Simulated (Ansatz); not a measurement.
```yaml
crystal:
  periodic: [false, false, false]
  atoms:
    - {symbol: C, position_ang: [-0.016343, 0.027130, -0.000712]}
    - {symbol: H, position_ang: [1.080039, -0.220084, 0.014835]}
    - {symbol: H, position_ang: [-0.574906, 0.954366, -0.025045]}
    - {symbol: H, position_ang: [-0.310386, -1.057569, 0.018694]}
basis:
  gaussian: {orbitals: def2-TZVP}
total_charge: 1
magnetization: {spin_polarized: true, initial_magnetization: 2}
hamiltonian: {xc: pbe0}
relax: {f_tol: 0.004, max_steps: 80}
```

```sh
$ ansatz run in.yaml --threads 1 --pin off --events-out ev --progress --plain --max-ram 2176MiB
```

Steps of the relaxation (energy above the last step; positions in Å, forces in eV/Å):

```
4
step 1, 291.7 meV
C    -0.016    0.027   -0.001   -1.889    3.136   -0.082
H     1.080   -0.220    0.015    1.260   -1.362    0.040
H    -0.575    0.954   -0.025    0.014   -0.024    0.001
H    -0.310   -1.058    0.019    0.615   -1.751    0.042
```

```
4
step 2, 54.1 meV
C    -0.043    0.072   -0.002   -0.496    0.824   -0.022
H     1.064   -0.290    0.016    0.049   -0.542    0.012
H    -0.602    0.999   -0.026   -0.009    0.015    0.000
H    -0.241   -1.077    0.020    0.456   -0.297    0.010
```

```
4
step 3, 7.3 meV
C    -0.067    0.112   -0.003    0.346   -0.574    0.015
H     1.009   -0.378    0.017   -0.213    0.251   -0.007
H    -0.626    1.039   -0.027   -0.011    0.018    0.000
H    -0.138   -1.069    0.021   -0.122    0.305   -0.007
```

```
4
step 4, 0.3 meV
C    -0.061    0.101   -0.003    0.047   -0.078    0.002
H     1.019   -0.358    0.017   -0.072    0.012   -0.001
H    -0.620    1.029   -0.027    0.002   -0.003    0.000
H    -0.160   -1.068    0.020    0.022    0.069   -0.001
```

```
4
step 6, 0.0 meV
C    -0.061    0.101   -0.003    0.000    0.000    0.000
H     1.015   -0.360    0.017    0.001    0.000    0.000
H    -0.619    1.028   -0.027   -0.001    0.001    0.000
H    -0.156   -1.065    0.020    0.000   -0.001    0.000
```

Close pairs at the end: C1–H3 1.083 Å, C1–H4 1.170 Å, C1–H2 1.170 Å.

A stationary point of unrestricted PBE0 after 6 steps, with ⟨S²⟩ = 2.008 against 2.00 for a pure state; no frequencies were run, so it isn't proven a minimum. 2.2 s on 1 thread of Intel Xeon 6975P-C, shared host.
